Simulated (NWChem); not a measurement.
**Total energies of hydrazine (H4N2)**

```
N
H 1 1.0170
H 1 1.0212 2 107.41
N 1 1.4029 2 108.92 3 123.24
H 4 1.0170 1 108.92 2 151.12
H 4 1.0212 5 107.41 1 -123.24
```
Charge 0, spin multiplicity 1.

Program: NWChem. Structure: optimised with PBE0/def2-SVP, a minimum by its harmonic frequencies. It is one conformer; others weren't searched.

Basis set: def2-TZVP (86 functions).

```json
[
 {"method": "RHF", "total energy (Ha)": "-111.22556"},
 {"method": "MP2", "total energy (Ha)": "-111.65185"},
 {"method": "B2PLYP", "total energy (Ha)": "-111.81878"},
 {"method": "PBE", "total energy (Ha)": "-111.77892"},
 {"method": "B3LYP", "total energy (Ha)": "-111.91801"},
 {"method": "r2SCAN", "total energy (Ha)": "-111.84634"},
 {"method": "CCSD(T)", "total energy (Ha)": "-111.68665"}
]
```

Total energies of different functionals aren't comparable as a measure of quality: only differences taken within one method are. 

The correlated methods keep 2 core orbitals frozen. B3LYP has NWChem's definition, with VWN1-RPA local correlation. Coupled-cluster values serve here as a point of comparison, not as the truth.
